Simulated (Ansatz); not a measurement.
# How the equilibrium lattice constant a of Bi (model structure, started from the dhcp type, P6₃/mmc, No. 194, 4 atoms in the cell) moves with the method

No measured value is used here.

| level (code) | value (Å) |
|---|---|
| PBE (Ansatz) | 3.522 |
| PBEsol (Ansatz) | [?] |
| PBE-D3(BJ) (Ansatz) | 3.470 |

**Question.** Complete the blanks.

**Answer.** 
- PBEsol (Ansatz, an electronic-structure program), value (Å): 3.465

Density-functional levels without +SOC have no spin–orbit coupling. Ansatz's density-functional and Hartree–Fock values are scalar-relativistic unless marked +SOC, with PAW data made under PBE.

A model structure was made by putting elements into a prototype or built by hand; it is no filed structure, need not be a known phase, and can be a saddle point held by its symmetry.
